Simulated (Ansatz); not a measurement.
A nudged elastic band was laid between two geometries of AlH₆NO (9 atoms, charge 0, multiplicity 1).

The calculation used Ansatz, RKS B3LYP-D4/def2-SVP.

- movable images: 5
- climbing image: yes
- spring: 5.0 eV/Å²
- optimiser: quadratic models (default)
- start path: through a guess of the saddle point
- force threshold: 0.05 eV/Å
- iteration limit: 60
- end points: relaxed

First end point:

```xyz
9
Properties=species:S:1:pos:R:3
Al -0.160 -0.028 0.100
H -0.189 -1.086 1.292
N 1.544 0.354 -0.554
H 2.337 -0.226 -0.282
H 1.681 0.612 -1.531
H -1.369 0.176 -0.906
O 0.106 1.737 1.041
H 1.018 1.675 0.606
H 0.219 1.754 2.003
```

Last end point:

```xyz
9
Properties=species:S:1:pos:R:3
Al 0.132 0.595 -0.617
H -0.262 -0.044 3.291
N 1.733 0.135 -1.225
H 1.875 -0.548 -1.964
H 2.632 0.486 -0.909
H -1.168 -0.035 -1.231
O -0.069 1.735 0.642
H 0.606 2.239 1.105
H -0.291 0.405 2.676
```

What changes between the two ends?

Bonds broken: Al1–H2, O7–H9. Bonds formed: H2–H9. AlH6NO becomes AlH4NO + H2.

What energy profile does the band end with?

The forces met the threshold. The highest image is number 2 of 0 to 6, 17.7 kcal/mol above the first end and 23.7 kcal/mol above the last; the last end lies 6.0 kcal/mol below the first. The profile has 2 maxima (images 2, 4) with wells between them (image 3): this band takes more than one step, which may be the mechanism or a detour left from its start path. A vibrational analysis at the climbing image gives one clearly imaginary mode, 1208i cm⁻¹: a first-order saddle point. Another band between the same ends, with other settings, climbed to 0.481 eV only, so this may not be the lowest route. The orbitals stay closed-shell, which can raise the energy where a bond breaks towards radicals; this wasn't checked here.

| image | path coordinate (Å) | energy (kcal/mol) | Al1–H2 (Å) | O7–H9 (Å) | H2–H9 (Å) |
| --- | --- | --- | --- | --- | --- |
| 0 | 0.00 | 0.0 | 1.59 | 0.97 | 2.96 |
| 1 | 1.11 | 3.5 | 1.61 | 0.97 | 2.25 |
| 2 | 2.21 | 17.7 | 1.80 | 1.22 | 1.08 |
| 3 | 4.00 | -5.3 | 3.32 | 2.64 | 0.76 |
| 4 | 5.79 | 1.0 | 2.63 | 2.94 | 0.76 |
| 5 | 7.57 | -5.5 | 2.90 | 2.64 | 0.76 |
| 6 | 9.34 | -6.0 | 3.98 | 2.44 | 0.76 |

What is the geometry of the highest image?


```xyz
9
Properties=species:S:1:pos:R:3:forces:R:3
Al 0.018 0.393 -0.096 0.00 0.00 0.00
H -0.165 -0.411 1.501 0.00 0.00 0.00
N 1.608 0.132 -0.858 0.00 0.00 0.00
H 2.513 0.090 -0.400 0.00 0.00 0.00
H 1.707 -0.173 -1.822 0.00 0.00 0.00
H -1.296 0.307 -0.959 0.00 0.00 0.00
O 0.028 1.741 1.224 0.00 0.00 0.00
H 0.818 2.254 1.449 0.00 0.00 0.00
H -0.044 0.635 1.728 0.00 0.01 0.00
```

The band took 31 iterations and roughly 6 core-minutes.

The run took 6.3 min on 1 thread of Arm Neoverse V1, with other jobs on the host, peak memory 0.16 GiB.
